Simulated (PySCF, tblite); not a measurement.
# C4H6NO radical: geometry, infrared bands and EPR parameters

What infrared bands and EPR parameters should C4H6NO radical (`CC(=O)CC=[N]`) show?

Computed with tblite 0.8.0 and PySCF 2.14.0, with density-fitted response routines of our own, on a single molecule in the gas phase. Atoms are numbered from 0 throughout.

### 1 The starting structure

12 atoms, charge 0, multiplicity 2; geometry from: force field or distance geometry start.

Bonds of the start (Å): C0–C1 1.48, C1–O2 1.24, C1–C3 1.47, C3–C4 1.51, C4–N5 1.30, C0–H6 1.12, C0–H7 1.11, C0–H8 1.11, C3–H9 1.07, C3–H10 1.14, C4–H11 1.08.

### 2 Geometry optimisation with GFN2-xTB

The job: settings as JSON, then the geometry in Å.

```
{"job": {"kind": "relax", "xc": "GFN2-xTB", "basis": "xTB"}, "charge": 0, "multiplicity": 2}
C      1.685800     0.068700    -0.051500
C      0.400900    -0.593400     0.256100
O      0.377400    -1.413000     1.184800
C     -0.826100    -0.306600    -0.505900
C     -1.671200     0.654300     0.287000
N     -1.593100     1.897800    -0.075400
H      2.034500     0.586100     0.876900
H      1.596200     0.814700    -0.871800
H      2.449500    -0.710900    -0.245500
H     -0.708700    -0.049100    -1.535300
H     -1.432200    -1.271200    -0.441800
H     -2.311800     0.321900     1.096500
```

Command:

```bash
> OMP_NUM_THREADS=1 python probes_run.py task.json out
```

The driver reads the jobs from task.json and runs them one after another.

Standard output:

```text
step      E/eV     max force
  0    -502.58128    5.726
  1    -502.74757    6.816
  2    -503.00308    1.445
  3    -503.03026    0.640
  4    -503.06154    0.897
  5    -503.08285    1.015
  6    -503.09808    0.265
  7    -503.10161    0.238
  8    -503.10688    0.358
  9    -503.11416    0.515
 10    -503.12385    0.499
 11    -503.13107    0.225
 12    -503.13417    0.114
 13    -503.13539    0.130
 14    -503.13652    0.139
 15    -503.13785    0.115
 16    -503.13906    0.101
 17    -503.13994    0.084
 18    -503.14056    0.072
 19    -503.14109    0.059
 20    -503.14157    0.063
 21    -503.14200    0.072
 22    -503.14237    0.065
 23    -503.14270    0.052
 24    -503.14299    0.045
 25    -503.14327    0.049
 26    -503.14359    0.064
 27    -503.14401    0.066
 28    -503.14448    0.068
 29    -503.14493    0.066
 30    -503.14534    0.064
 31    -503.14578    0.069
 32    -503.14627    0.066
 33    -503.14675    0.062
 34    -503.14711    0.048
 35    -503.14737    0.044
 36    -503.14763    0.049
 37    -503.14795    0.065
 38    -503.14835    0.060
 39    -503.14890    0.078
 40    -503.14966    0.091
 41    -503.15064    0.104
 42    -503.15177    0.120
 43    -503.15307    0.096
 44    -503.15480    0.134
 45    -503.15717    0.171
 46    -503.15979    0.196
 47    -503.15711    0.271
 48    -503.16310    0.134
 49    -503.16404    0.083
 50    -503.16523    0.073
 51    -503.16660    0.115
 52    -503.16746    0.082
 53    -503.16803    0.068
 54    -503.16839    0.063
 55    -503.16878    0.081
 56    -503.16933    0.072
 57    -503.16999    0.065
 58    -503.17044    0.047
 59    -503.17095    0.064
 60    -503.17166    0.080
 61    -503.17262    0.066
 62    -503.17232    0.162
 63    -503.17421    0.131
 64    -503.17494    0.095
 65    -503.17546    0.159
 66    -503.17661    0.071
 67    -503.17716    0.061
 68    -503.17859    0.121
 69    -503.17944    0.068
 70    -503.18015    0.073
 71    -503.18146    0.101
 72    -503.18255    0.083
 73    -503.18364    0.092
 74    -503.18532    0.188
 75    -503.18634    0.103
 76    -503.18703    0.072
 77    -503.18754    0.138
 78    -503.18798    0.072
 79    -503.18835    0.077
 80    -503.18879    0.077
 81    -503.18927    0.098
 82    -503.18984    0.104
 83    -503.19028    0.075
 84    -503.19089    0.102
 85    -503.19137    0.092
 86    -503.19232    0.088
 87    -503.19334    0.079
 88    -503.19406    0.091
 89    -503.19470    0.086
 90    -503.19497    0.057
 91    -503.19518    0.097
 92    -503.19525    0.045
 93    -503.19531    0.043
 94    -503.19534    0.018
 95    -503.19539    0.018
 96    -503.19544    0.016
 97    -503.19547    0.009
```

Wall time 0.41 s (1 thread of Arm Neoverse V1, shared host).

Step by step: (not every step is listed)

| step | energy from step 0 (eV) | largest force (eV/Å) |
| --- | --- | --- |
| 0 | 0.0000 | 5.7259 |
| 1 | -0.1663 | 6.8159 |
| 2 | -0.4218 | 1.4451 |
| 3 | -0.4490 | 0.6403 |
| 4 | -0.4803 | 0.8970 |
| 5 | -0.5016 | 1.0153 |
| 6 | -0.5168 | 0.2655 |
| 7 | -0.5203 | 0.2381 |
| 8 | -0.5256 | 0.3583 |
| 16 | -0.5578 | 0.1005 |
| 24 | -0.5617 | 0.0447 |
| 32 | -0.5650 | 0.0657 |
| 40 | -0.5684 | 0.0909 |
| 48 | -0.5818 | 0.1336 |
| 56 | -0.5881 | 0.0715 |
| 64 | -0.5937 | 0.0955 |
| 72 | -0.6013 | 0.0829 |
| 80 | -0.6075 | 0.0769 |
| 88 | -0.6128 | 0.0908 |
| 92 | -0.6140 | 0.0451 |
| 93 | -0.6140 | 0.0426 |
| 94 | -0.6141 | 0.0181 |
| 95 | -0.6141 | 0.0181 |
| 96 | -0.6142 | 0.0156 |
| 97 | -0.6142 | 0.0094 |

Close pairs (by a distance rule), those that changed most:

| bond | before (Å) | after (Å) | change (Å) |
| --- | --- | --- | --- |
| C4–N5 | 1.298 | 1.216 | -0.081 |
| C3–H10 | 1.141 | 1.089 | -0.052 |
| C1–C3 | 1.473 | 1.524 | +0.051 |
| C1–O2 | 1.239 | 1.202 | -0.036 |
| C0–H6 | 1.119 | 1.086 | -0.032 |
| C0–H7 | 1.112 | 1.088 | -0.024 |
| C3–H9 | 1.068 | 1.089 | +0.021 |
| C0–C1 | 1.478 | 1.499 | +0.021 |

The end geometry stands in the next job.

### 3 Harmonic vibrations with GFN2-xTB

The job: settings as JSON, then the geometry in Å.

```
{"job": {"kind": "ir", "xc": "GFN2-xTB", "basis": "xTB"}, "charge": 0, "multiplicity": 2}
C      1.584002     0.134811     0.031004
C      0.398523    -0.692334     0.426915
O      0.369086    -1.438662     1.369203
C     -0.821129    -0.485197    -0.462720
C     -1.539440     0.740295     0.093700
N     -1.391714     1.890856    -0.272480
H      2.341921     0.107558     0.808816
H      1.269262     1.159823    -0.155214
H      2.006263    -0.261902    -0.890969
H     -0.523623    -0.282307    -1.490249
H     -1.479449    -1.350967    -0.404888
H     -2.212504     0.477339     0.920855
```

Standard output:

```text
mode    cm-1     km/mol
  1      -7.9     17.24
  2      70.3     18.04
  3     143.3      1.80
  4     209.6      4.36
  5     358.1      5.40
  6     405.6      5.18
  7     509.1     20.73
  8     561.0      0.79
  9     768.9     14.79
 10     855.4      1.39
 11     915.3     11.43
 12     924.3     10.18
 13     992.6     16.60
 14    1009.3      7.27
 15    1088.2      4.96
 16    1153.1     18.89
 17    1179.0    185.21
 18    1198.3     36.72
 19    1367.7     48.16
 20    1429.3      7.47
 21    1446.8      9.44
 22    1449.9     11.01
 23    1768.3    389.51
 24    1824.4     20.22
 25    2798.5      2.87
 26    3009.0      3.92
 27    3018.3      3.52
 28    3021.9     11.13
 29    3031.5      2.35
 30    3062.5      8.63
```

Wall time 0.23 s (1 thread of Arm Neoverse V1, shared host).

Which atoms move in the most intense modes:

| cm⁻¹ | km/mol | atoms |
| --- | --- | --- |
| 70 | 18.0 | O2 32 %, N5 31 % |
| 509 | 20.7 | O2 39 %, C1 12 %, C3 11 %, H10 10 % |
| 1153 | 18.9 | H11 69 %, H9 11 % |
| 1179 | 185.2 | C1 56 %, H6 12 %, H10 10 % |
| 1198 | 36.7 | H9 38 %, H10 37 %, C3 18 % |
| 1368 | 48.2 | H7 31 %, H8 30 %, C0 20 %, H6 18 % |
| 1768 | 389.5 | C1 55 %, O2 33 % |
| 1824 | 20.2 | C4 47 %, N5 42 % |

### 4 g tensor and hyperfine couplings: B3LYP/pcH-1

Settings changed since step 3:

```diff
@@ -1,2 +1,2 @@
-{"job": {"kind": "ir", "xc": "GFN2-xTB", "basis": "xTB"}, "charge": 0, "multiplicity": 2}
+{"job": {"kind": "epr", "basis": "pcH-1"}, "charge": 0, "multiplicity": 2}
 C      1.584002     0.134811     0.031004
```

With the program's defaults for keys left out, this is: UKS B3LYP, pcH-1 on C H N O, non-relativistic, mean-field spin-orbit, GIAO.

Standard output:

```text
UKS, coarse grid
  cycle   1  E = -285.81125003  |g| = 6.11e-01
  cycle   2  E = -285.20453103  |g| = 1.37e+00
  cycle   3  E = -285.95041128  |g| = 1.57e-01
  cycle   4  E = -285.95964378  |g| = 8.61e-02
  cycle   5  E = -285.96220998  |g| = 4.08e-02
  cycle   6  E = -285.96295506  |g| = 8.20e-03
  cycle   7  E = -285.96300775  |g| = 2.73e-03
  cycle   8  E = -285.96301768  |g| = 1.47e-03
  cycle   9  E = -285.96302144  |g| = 5.49e-04
UKS, final grid
  cycle   1  E = -285.96306235  |g| = 4.63e-04
  cycle   2  E = -285.96306247  |g| = 6.80e-04
  cycle   3  E = -285.96306267  |g| = 2.07e-04
  cycle   4  E = -285.96306272  |g| = 1.42e-04
  cycle   5  E = -285.96306277  |g| = 3.77e-05
  cycle   6  E = -285.96306277  |g| = 1.75e-05
E = -285.96306277 Eh   <S^2> = 0.7584 (exact 0.7500)
g shifts (ppm)      1          2          3
  rmc          -212       -212       -212
  gc             51         -3         22
  oz_so        -755        203       2798
  total        -916        -12       2608
hyperfine (MHz)  atom isotope    a_iso     a_fc   dipolar eigenvalues
    0   13C       3.71       3.71     -0.64     -0.47      1.11
    1   13C      -7.35      -7.35     -0.92      0.31      0.61
    2   17O      -1.85      -1.85     -5.97      2.43      3.54
    3   13C      90.65      90.65    -11.44    -10.77     22.21
    4   13C     -68.99     -68.99    -16.63     -0.67     17.30
    5   14N      21.78      21.78    -45.54    -35.76     81.31
    6    1H       1.16       1.16     -1.00     -0.82      1.82
    7    1H      -0.57      -0.57     -3.66     -2.92      6.58
    8    1H      -0.66      -0.66     -1.35     -1.06      2.41
    9    1H     -11.49     -11.49     -7.76     -1.71      9.47
   10    1H      -5.09      -5.09     -5.77     -1.92      7.69
   11    1H     250.10     250.10     -5.82     -2.78      8.60
```

Run time: 32 s. Hardware: 1 thread of Arm Neoverse V1, shared host; peak memory 0.83 GiB.

Principal g values 2.00140, 2.00231, 2.00493; g(iso) = 2.00288, against 2.00232 for a free electron.

Mean a(iso) over the nuclei that a row names, and the largest dipolar term of the row (other rows stand at the frozen geometry):

| nuclei | isotope | a(iso) (MHz) | a(iso) (G, at g = 2.0023) | largest dipolar term (MHz) |
| --- | --- | --- | --- | --- |
| H11 | 1H | 250.1 | 89.2 | 8.6 |
| C3 | 13C | 90.6 | 32.3 | 22.2 |
| C4 | 13C | -69.0 | -24.6 | 17.3 |
| N5 | 14N | 21.8 | 7.8 | 81.3 |
| H9, H10 | 1H | -8.3 | -3.0 | 9.5 |
| C1 | 13C | -7.3 | -2.6 | -0.9 |
| C0 | 13C | 3.7 | 1.3 | 1.1 |
| O2 | 17O | -1.9 | -0.7 | -6.0 |
| H6, H7, H8 | 1H | 0.0 | 0.0 | 6.6 |

Mulliken spin populations:

| atom | value (e) |
| --- | --- |
| C0 | 0.00 |
| C1 | -0.01 |
| O2 | 0.02 |
| C3 | 0.11 |
| C4 | -0.17 |
| N5 | 0.93 |
| H6 | 0.00 |
| H7 | 0.00 |
| H8 | 0.00 |
| H9 | 0.00 |
| H10 | 0.00 |
| H11 | 0.12 |

In first order the couplings over 0.8 MHz of 1H, 14N give 18 distinct lines over 110.7 G, if the averaged nuclei exchange fast.

The fields below are evaluated on a grid from the run's orbitals.

ELF in a plane through or near 5 of the atoms.

Values, 10 rows by 14 columns:
```
0.00 0.00 0.00 0.00 0.00 0.00 0.00 0.00 0.00 0.00 0.00 0.00 0.00 0.00
0.00 0.00 0.00 0.00 0.00 0.00 0.00 0.01 0.20 0.37 0.18 0.01 0.00 0.00
0.00 0.00 0.00 0.00 0.07 0.47 0.03 0.15 0.86 0.94 0.84 0.27 0.00 0.00
0.00 0.00 0.01 0.05 0.58 1.00 0.91 0.05 0.69 0.48 0.71 0.32 0.02 0.00
0.00 0.00 0.09 0.46 0.49 0.58 0.48 0.04 0.54 0.33 0.64 0.25 0.02 0.00
0.00 0.00 0.11 0.51 0.62 0.75 0.72 0.82 0.72 0.71 0.48 0.20 0.02 0.00
0.00 0.00 0.01 0.05 0.04 0.41 0.28 0.61 0.50 0.53 0.03 0.01 0.00 0.00
0.00 0.00 0.00 0.00 0.04 0.36 0.55 0.17 0.07 0.74 0.15 0.00 0.00 0.00
0.00 0.00 0.00 0.00 0.00 0.06 0.15 0.08 0.00 0.00 0.00 0.00 0.00 0.00
0.00 0.00 0.00 0.00 0.00 0.00 0.00 0.00 0.00 0.00 0.00 0.00 0.00 0.00
```
The map spans 9.9 Å across and 8.7 Å up, centred on the molecule. Atoms in the plane (x, y in Å): C0 (-1.6, 0.3), C1 (-0.5, -0.7), C4 (1.6, 0.5), N5 (1.6, 1.7), H7 (-1.1, 1.3).

log10 of the density (e/Å³) in the same plane.

Values, 10 rows by 14 columns:
```
-4.0 -4.0 -4.0 -4.0 -4.0 -4.0 -4.0 -4.0 -4.0 -4.0 -4.0 -4.0 -4.0 -4.0
-4.0 -4.0 -4.0 -4.0 -3.9 -3.7 -3.6 -2.9 -2.1 -1.8 -2.2 -3.0 -4.0 -4.0
-4.0 -4.0 -3.9 -3.1 -2.4 -2.0 -2.2 -1.7 -0.8 -0.2 -0.8 -1.8 -3.2 -4.0
-4.0 -3.7 -2.7 -1.8 -1.0 -0.1 -0.7 -1.3 -0.1  1.2 -0.1 -1.4 -2.6 -4.0
-4.0 -3.1 -2.0 -0.9  0.0  0.3 -0.5 -1.1 -0.2  0.8 -0.2 -1.4 -2.5 -3.8
-4.0 -3.1 -2.0 -0.9 -0.1  0.2  0.2  0.0  0.1 -0.1 -0.7 -1.6 -2.7 -3.9
-4.0 -3.7 -2.7 -1.9 -1.4 -0.5  0.2 -0.1 -0.4 -0.7 -1.6 -2.4 -3.3 -4.0
-4.0 -4.0 -3.9 -3.0 -1.9 -1.0 -0.5 -0.9 -1.3 -1.4 -2.1 -3.1 -4.0 -4.0
-4.0 -4.0 -4.0 -4.0 -3.1 -2.2 -1.8 -2.0 -2.7 -3.0 -3.5 -4.0 -4.0 -4.0
-4.0 -4.0 -4.0 -4.0 -4.0 -4.0 -3.8 -4.0 -4.0 -4.0 -4.0 -4.0 -4.0 -4.0
```
The map spans 9.9 Å across and 8.7 Å up, centred on the molecule. Atoms in the plane (x, y in Å): C0 (-1.6, 0.3), C1 (-0.5, -0.7), C4 (1.6, 0.5), N5 (1.6, 1.7), H7 (-1.1, 1.3).

On the surface of density 0.002 e/bohr³ the electrostatic potential runs, from the 1st to the 99th percentile, from -1.45 V near O2 to 1.33 V near H11.

The spin density lies nearest to N5 71 %; H11 9 %; C4 8 % (beta excess); C3 7 %.

### 5 What came out

```
                                 quantity                  value
strongest single infrared mode (GFN2-xTB)  1768 cm⁻¹, 390 km/mol
             zero-point energy (GFN2-xTB)          56.6 kcal/mol
                           g(iso) (B3LYP)                2.00288
                                     ⟨S²⟩     0.758 (exact 0.75)
       largest a(iso) (averaged by class)   1H on H11, 250.1 MHz
    surface potential, 1st and 99th percentile     -1.45 V and 1.33 V
```

Over 97 steps the energy fell by 0.614 eV; of the close pairs, C4–N5 changed most, 1.298 to 1.216 Å. The lowest mode is slightly imaginary (8i cm⁻¹), a soft motion within the noise of the Hessian, so the minimum is not strictly shown. The strongest single mode, at 1768 cm⁻¹, moves mainly C1 and O2. Unscaled tight-binding wavenumbers are off by several per cent, some by more. Its intensities can rank the bands wrongly. N5 carries the largest spin population, 0.93 e. The isotropic g lies 0.6 ppt above the free-electron value.
